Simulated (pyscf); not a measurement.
Single points on ωB97X-D3(BJ)/def2-SVP structures (PySCF, gas phase).

Q: For the elementary gas-phase step Cl–BH–CH₂–CH₂–Cl -> Cl–BH–Cl + ethylene (H₂C=CH₂) (singlet surface; C–Cl, B–C broken, B–Cl formed), what barrier and reaction energy does ωB97M-D3(BJ)/def2-TZVP give, measured from the reactant's lowest minimum found?

A: ΔE‡ = 23.1 kcal/mol, ΔE = +2.1 kcal/mol. Zero-point energy shifts the barrier by -1.0 kcal/mol. It is an elimination, with an imaginary mode of 439i cm⁻¹. One saddle was located; it need not be the lowest between these sides.
